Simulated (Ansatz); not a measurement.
`CSS` + SiH₄ → `C[SiH3]` + `SS`  (formal exchange of groups at a C–S bond)

Calculated with Ansatz (gas phase, PBE0-D4/def2-TZVP geometries, no zero-point term in ΔE). CCSD(T)/CBS is the MP2 limit (def2-TZVPP, def2-QZVPP) plus CCSD(T) − MP2 in def2-TZVPP, frozen cores. This one scheme is used for every species. DFT in def2-TZVPP. Each species was taken in one conformer, which may not be the lowest.

`CSS`:

```xyz
7

C    -0.500    0.790    0.259
S     0.184   -0.005   -1.207
S     0.499   -1.919   -0.586
H     0.239    0.842    1.058
H    -1.392    0.267    0.601
H    -0.770    1.804   -0.048
H     1.740   -1.781   -0.076
```

SiH₄:

Z-matrix (Å, degrees):
```
Si
H 1 1.485
H 1 1.485 2 109.5
H 1 1.485 2 109.5 3 -120.0
H 1 1.485 2 109.5 3 120.0
```

`C[SiH3]`:

Z-matrix (Å, degrees):
```
C
Si 1 1.871
H 1 1.092 2 110.8
H 1 1.092 2 110.8 3 -120.0
H 1 1.092 2 110.8 3 120.0
H 2 1.488 1 110.7 3 -179.9
H 2 1.488 1 110.7 3 -59.9
H 2 1.488 1 110.7 3 60.1
```

`SS`:

Cartesian coordinates in Å:
```
S 0.140 1.076 0.299
S -0.436 -0.452 -0.933
H -0.363 0.603 1.456
H 0.660 -1.227 -0.822
```

```tsv
level	ΔE (kJ/mol)	difference from CCSD(T)/CBS
r2SCAN0-D4	-37.5	-1.0
ωB97M-V	-37.9	-1.4
BHLYP	-37.8	-1.3
CAM-B3LYP	-37.5	-1.0
LC-ωPBE	-39.6	-3.1
HF/def2-TZVPP	-37.3	-0.8
SCS-MP2/def2-TZVPP	-34.7	1.8
SCS-MP2/def2-QZVPP	-34.8	1.7
HF/CBS(def2)	-37.7	-1.2
CCSD/CBS(def2)	-38.3	-1.8
CCSD(T)/CBS	-36.5	0
```

**Question.** What do rigid-rotor, harmonic-oscillator terms from PBE0-D4/def2-TZVP frequencies (298.15 K, 1 bar) make of the CCSD(T)/CBS value? (Best estimate.)

**Answer.** Ansatz gave: ΔZPE = +0.7 kJ/mol, ΔH = -36.5 kJ/mol, ΔS = 8 J/(mol·K), ΔG = -38.8 kJ/mol.

Largest T1 diagnostic among the species: 0.011.

Leaving LDA and LC-ωPBE aside and taking each functional with its dispersion term where it has one, the values, not all of them listed here, spread over 7.8 kJ/mol, from B97M-V to revPBE-D4. From BLYP to BHLYP (50 % exact exchange), in def2-TZVPP and without D4, ΔE moves by −3.8 kJ/mol.
